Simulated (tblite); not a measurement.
# CH4BrO: the cost of one run

Programs: tblite 0.8.0 and PySCF 2.14.0. All values are calculated, for the isolated system unless a continuum is named. Atoms count from 0, parts from 1.

## 1. Starting point

7 atoms, charge -1, multiplicity 1; geometry: rigid parts in contact. Parts: 1 = atoms 0–1, `Br`, charge 0; 2 = atoms 2–6, `C[O-]`, charge -1.

## 2. Bringing the parts together with GFN2-xTB

Job settings and geometry (Å):

```
{"job": {"kind": "dock", "xc": "GFN2-xTB", "basis": "xTB"}, "charge": -1, "multiplicity": 1, "parts": [{"atoms": "0-1", "charge": 0, "multiplicity": 1}, {"atoms": "2-6", "charge": -1, "multiplicity": 1}]}
Br     0.700667     0.009464     0.009081
H     -0.700667    -0.009464    -0.009081
C     -0.486218    -3.148353     1.571114
O     -0.195094    -1.928311     1.887390
H     -1.320009    -3.276934     0.779612
H      0.379967    -3.772688     1.126450
H     -0.858253    -3.817468     2.438030
```

Method: GFN2-xTB search for minima from random contacts, gas phase.

Command:

```console
OMP_NUM_THREADS=1 python cluster_run.py task.json out
```

One launch serves the whole session: the jobs run in the order shown.

**Question.** How long does this first job take on 1 thread of Arm Neoverse N1, shared host?

About 2.4 s.
